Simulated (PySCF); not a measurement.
# Homolysis of disilanol, bond by bond

Molecule: `O[SiH2][SiH3]` (H6OSi2). Atom numbers as in the mapped SMILES `[OH:1][SiH2:2][SiH3:3]`.

These are calculated values, M06-2X/def2-TZVP in PySCF (grid level 3) at geometries from PBE0-D3(BJ)/def2-SVP. Thermal corrections: PBE0-D3(BJ)/def2-SVP frequencies, unscaled, ideal gas at 298.15 K and 1 bar, quasi-RRHO entropy.

| bond | r / Å | radicals | BDE(298 K) / eV | BDFE / eV | D₀ / eV | Dₑ / eV |
| --- | --- | --- | --- | --- | --- | --- |
| Si2–Si3 | 2.353 | `O[SiH2]` + SiH3• | 3.11 | 2.63 | 3.07 | 3.22 |
| Si3–H | 1.499 | `O[SiH2][SiH2]` + H• | 3.71 | 3.34 | 3.65 | 3.90 |
| Si2–H | 1.490 | `O[SiH][SiH3]` + H• | 3.77 | 3.41 | 3.71 | 3.96 |
| O1–H | 0.962 | `[O][SiH2][SiH3]` + H• | 4.84 | 4.49 | 4.79 | 5.12 |
| O1–Si2 | 1.673 | OH• + `[SiH2][SiH3]` | 5.14 | 4.65 | 5.08 | 5.29 |

Homolysis to relaxed radicals in the gas phase; the table need not hold every single bond outside rings.

Weakest of these: Si2–Si3 (3.11 eV); strongest: O1–Si2 (5.14 eV).

Caveats: the order of Si3–H and Si2–H is undecided: the gaps lie inside the method's error (some 10 kJ/mol, one structure a species).
